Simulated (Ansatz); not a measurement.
**Worked example: GeAs⁺, quintet against GeAs⁺, triplet**

Geometry (PBE0/def2-TZVP stationary point of a triplet), kept for both states (GeAs⁺, triplet: Σ⁻; GeAs⁺, quintet: Π):

```xyz
2

Ge    0.0000    0.0000    0.0000
As    0.0000    0.0000    2.4053
```

Basis cc-pVDZ; Ansatz 0.2.0. Only valence electrons are correlated (noble-gas cores and the filled d shells of p-block atoms frozen). Prefix R: restricted or restricted open-shell reference. No spin–orbit coupling is included, and no scalar relativity.

Full CI is exact within this basis and frozen core; it isn't the basis-set limit.

```tsv
level	E(GeAs⁺, triplet) (hartree)	E(GeAs⁺, quintet) (hartree)
RCCSD(T)	-4309.375386	-4309.318236
PBE	-4311.835611	-4311.766611
wB97M-V	-4312.247622	-4312.182883
full CI	-4309.377158	-4309.319390
```

Give the vertical gap, GeAs⁺ quintet less GeAs⁺ triplet, at each level in eV (1 hartree = 27.2114 eV), and each error against full CI.

full CI: (-4309.319390 − (-4309.377158)) × 27.2114 = 1.572 eV (the reference)
wB97M-V: (-4312.182883 − (-4312.247622)) × 27.2114 = 1.762 eV, error 0.190 eV
PBE: (-4311.766611 − (-4311.835611)) × 27.2114 = 1.878 eV, error 0.306 eV
RCCSD(T): (-4309.318236 − (-4309.375386)) × 27.2114 = 1.555 eV, error -0.017 eV

Total energies of functionals can't be set beside those of wave-function methods, since they hold the core's correlation and their own absolute errors; only the differences compare.

In so small a basis the reference is far from its limit while semilocal and hybrid functionals are nearer theirs, so the functionals' errors here hold much of the reference's basis and frozen-core error, which can add to them or hide them.

Each level lands on the state that its own search finds. T1 diagnostics of restricted CCSD: 0.032 and 0.024.
